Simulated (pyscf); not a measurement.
PySCF, gas phase, ωB97X-D3(BJ)/def2-SVP geometries.

Task: For `[CH3][CH][Zn][OH]` [doublet] + `[H][H]` → `[CH3][CH2][Zn][OH]` + `[H]` [doublet], a hydrogen abstraction (doublet surface; H–H broken, C–H formed), PBE/def2-TZVP gives ΔE‡ = 0.39 eV and ΔE = +0.26 eV (zero: the separated reactants). In which direction and how far do B3LYP-D3(BJ)/def2-TZVP, PBE0-D3(BJ)/def2-TZVP, ωB97M-D3(BJ)/def2-TZVP move these?

Result: B3LYP-D3(BJ): ΔE‡ = 0.53 eV, ΔE = +0.41 eV; PBE0-D3(BJ): ΔE‡ = 0.46 eV, ΔE = +0.23 eV; ωB97M-D3(BJ): ΔE‡ = 0.61 eV, ΔE = +0.26 eV. PBE's barrier lies under all of them, by 0.07 to 0.21 eV. Its reaction energy lies among theirs. H₃C–CH•–Zn–OH lies 0.28 eV over its isomer [H₃C–CH₂–O–Zn]• (electronic energy, ωB97M-D3(BJ)/def2-TZVP). This is the saddle that the search found; another between the same sides may lie lower. The angle at the transferred H is 171°. Elements up to Kr have no core potential and no relativistic terms here.
